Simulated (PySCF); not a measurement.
## Gas-phase XPS of `C=CC(Cl)(Cl)Cl`, computed

C₃H₃Cl₃.
Z-matrix (Å and degrees, GFN2-xTB geometry), rows numbered from 1:
```
C 
C   1  1.3198
C   2  1.4880  1  125.55
Cl  3  1.7663  2  114.10  1     0.20
Cl  3  1.7905  2  109.11  1   121.32
Cl  3  1.7909  2  109.11  1  -120.91
H   1  1.0762  2  122.28  3    -0.08
H   1  1.0756  2  120.74  3   179.99
H   2  1.0812  1  121.69  3  -179.91
```

Computed with PySCF 2.14.0, delta-SCF UKS SCAN, pcX-2 on the ionised atom, pcseg-1 elsewhere, spin-free X2C. Binding energies are ΔSCF values: E(core-ionised, relaxed orbitals) − E(ground state) at a fixed geometry, referred to the vacuum level.

Task: What binding energy does each computed site have?

Result: 
```
    atom(s)               environment     level  binding energy (eV)  2p1/2 (eV)  above the level's lowest (eV)  count
Cl4/Cl5/Cl6  chlorine of a CCl3 group     Cl 1s              2829.26           –                           0.00      3
         C3               CCl3 carbon      C 1s               295.41           –                          +4.41      1
         C2          alkene CH carbon      C 1s               291.60           –                          +0.60      1
         C1      terminal =CH2 carbon      C 1s               291.00           –                           0.00      1
Cl4/Cl5/Cl6  chlorine of a CCl3 group  Cl 2p3/2               206.69      208.34                           0.00      3
```

The listed C 1s values span 4.41 eV, from C1 (bonded to C (double bond) and 2 H) to C3 (bonded to 3 Cl and C). The widest gap between neighbouring values is 3.81 eV, between 291.60 and 295.41 eV.

Task: Which photon wavelength matches the C 1s of C1 threshold?

Result: λ = hc/E = 12398.42 eV Å / 291.00 eV = 42.606 Å.

Topologically equivalent atoms share the value of their first member; where this conformer doesn't relate them by symmetry, their own values could differ. The 2p values aren't plain energy differences: one relaxed spin-free 2p hole is combined with a matrix within the shell (ground-state 2p orbital-energy differences and spin–orbit coupling). 2p3/2, the mean of its two sublevels, lies a third of the splitting below the shell's mean and 2p1/2 two thirds above it; the statistical areas are 2:1. 2p1/2 minus 2p3/2 (ligand field included): Cl 1.65 eV. Geometry: GFN2-xTB; no solvent, vibrations or thermal averaging.

Hardware: Arm Neoverse V2, one thread, no GPU (shared host). Cost: 28 s wall.
